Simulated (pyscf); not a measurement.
Thermochemistry of product channels of F–GeH₃ + ammonia (NH₃) on the singlet surface, in kcal/mol, from ωB97M-D3(BJ)/def2-TZVP energies (ideal gas, 1 atm, RRHO with modes under 100 cm⁻¹ raised to 100, one conformer, R ln 2 for chiral ones without a mode under 150 cm⁻¹). Single points on ωB97X-D3(BJ)/def2-SVP structures (PySCF, gas phase).

```json
[
 {"products": "H₂N–GeH₂–F + hydrogen (H₂)", "ΔE": "-0.5", "ΔH(298 K)": "-3.5", "ΔG(298 K)": "-2.1", "ΔG(1200 K)": "-1.4"},
 {"products": "H₂N–GeH₃ + hydrogen fluoride (HF)", "ΔE": "+15.3", "ΔH(298 K)": "+14.5", "ΔG(298 K)": "+14.2", "ΔG(1200 K)": "?"}
]
```

Question: Some entries are withheld; supply them.

Answer: 
- H₂N–GeH₃ + hydrogen fluoride (HF), ΔG(1200 K): +11.4

These are energies of the channels, which say nothing of barriers. Elements up to Kr have no core potential and no relativistic terms here.
